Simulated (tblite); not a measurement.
Species: C4H3N (charge +1 and doublet state).
Numbering: `[N:1]#[C:2][C+:3]1[CH:4][CH2:5]1` (hydrogens: H6 on C4; H7, H8 on C5)
Bond orders are those of one Lewis drawing.

Computed with GFN2-xTB (tblite), gas phase: L-BFGS steps from a force-field or distance-geometry start until the largest atomic force falls under 0.01 eV/Å.

Step 17: E = -335.5832 eV
```
atom  x, y, z in Å  |  force x, y, z in eV/Å
N1      2.8964   -0.4541   -0.1433    0.080  -0.025  -0.002
C2      1.7509   -0.3673   -0.1615   -0.076  -0.045  -0.022
C3      0.3907   -0.2368   -0.0405    0.008   0.047   0.133
C4     -0.8535   -0.7186    0.1799    0.095   0.045  -0.026
C5     -0.7470    0.7164   -0.0509   -0.031  -0.050  -0.056
H6     -1.4673   -1.5521    0.4557   -0.007   0.028  -0.002
H7     -1.0124    1.4204    0.7506    0.009  -0.061  -0.021
H8     -0.9486    1.2015   -1.0147   -0.078   0.062  -0.004
```

Step 18: E = -335.5845 eV
```
atom  x, y, z in Å  |  force x, y, z in eV/Å
N1      2.8979   -0.4583   -0.1474    0.020  -0.018   0.000
C2      1.7521   -0.3680   -0.1581   -0.055  -0.041  -0.012
C3      0.3919   -0.2340   -0.0337    0.021   0.077   0.101
C4     -0.8528   -0.7156    0.1839    0.091  -0.017  -0.046
C5     -0.7503    0.7161   -0.0522    0.039  -0.001  -0.039
H6     -1.4644   -1.5525    0.4492   -0.035   0.000   0.023
H7     -1.0121    1.4212    0.7498   -0.003  -0.051  -0.027
H8     -0.9532    1.2006   -1.0161   -0.078   0.051   0.000
```

Q: Estimate the geometry and energy of step 19. (The exact step hangs on the optimiser's Hessian estimate; all steps are aligned on step 18, rigid shifts and turns removed.)

A: E = -335.5856 eV, largest force 0.111 eV/Å
```
atom  x, y, z in Å  |  force x, y, z in eV/Å
N1      2.8992   -0.4624   -0.1509   -0.029  -0.017  -0.003
C2      1.7530   -0.3698   -0.1558   -0.017  -0.023   0.008
C3      0.3939   -0.2299   -0.0254    0.038   0.087   0.050
C4     -0.8504   -0.7134    0.1875    0.031  -0.097  -0.043
C5     -0.7524    0.7160   -0.0543    0.084   0.042  -0.022
H6     -1.4628   -1.5533    0.4435   -0.025   0.012   0.029
H7     -1.0123    1.4210    0.7483   -0.015  -0.037  -0.025
H8     -0.9591    1.2013   -1.0173   -0.068   0.033   0.006
```

The energy changes by -0.0012 eV. The first-order estimate −F·Δx gives -0.0017 eV and the mean of the old and new forces, exact on a quadratic surface, -0.0012 eV. The step makes an angle of 61° with the force vector and moves no atom by more than 0.009 Å.

What follows is the cost of the whole relaxation. The run took under 0.1 s on Arm Neoverse V2, one thread, no GPU, shared host with 32 logical CPUs at a one-minute load of 29.
